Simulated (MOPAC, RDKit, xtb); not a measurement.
Complex: H2O (SMILES O) (first 3 atoms) with H2O (SMILES O); geometry from S66by8 set.
(charge 0, multiplicity 1):
```xyz
6

O     -2.530    -0.036     0.007
H     -2.850     0.867    -0.014
H     -1.570     0.062     0.003
O      2.452     0.031    -0.007
H      2.829    -0.407     0.759
H      2.825    -0.445    -0.752
```

Counterpoise-corrected where a basis set is named; no monomer relaxation. RDKit's UFF carries no charges.

The state reached by PM3 isn't checked.

Run with MOPAC for PM3 (differences of heats of formation); RDKit for the force fields; xtb for the GFN methods. Each number belongs to the level named beside it.

Problem. One of these levels gives -4.3 kJ/mol for the interaction energy. Name it.
(A) UFF
(B) PM3
(C) GFN2-xTB

Solution. C, GFN2-xTB. The others give -0.3 (UFF), -2.1 (PM3)
